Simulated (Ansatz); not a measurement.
Solid chlorine was calculated with r²SCAN in Ansatz (PAW).

Settings: plane-wave cutoff 560 eV, 10×10×4 k mesh (along the axes of the cell as run), Fermi–Dirac smearing 0.01 eV, scalar-relativistic PAW data made under PBE.

Cell (measured lattice):

```xyz
4
Lattice="3.1540 2.2792 0.0000 -3.1540 2.2792 0.0000 0.0000 0.0000 8.1549" Properties=species:S:1:pos:R:3 pbc="T T T"
Cl     0.0000     4.0544     7.2855
Cl     0.0000     2.7830     3.2080
Cl     0.0000     1.7753     4.9469
Cl     0.0000     0.5039     0.8694
```

Question: What does this level give for the band gap?

Answer: 
- band gap: 2.86 eV (direct)

Note: cell and atoms aren't relaxed at this level (largest force component 0.08 eV/Å, pressure -0.3 GPa).

Computed values are for the static lattice.

The result took roughly 40 core-seconds.

Ansatz is a program for electronic structure.
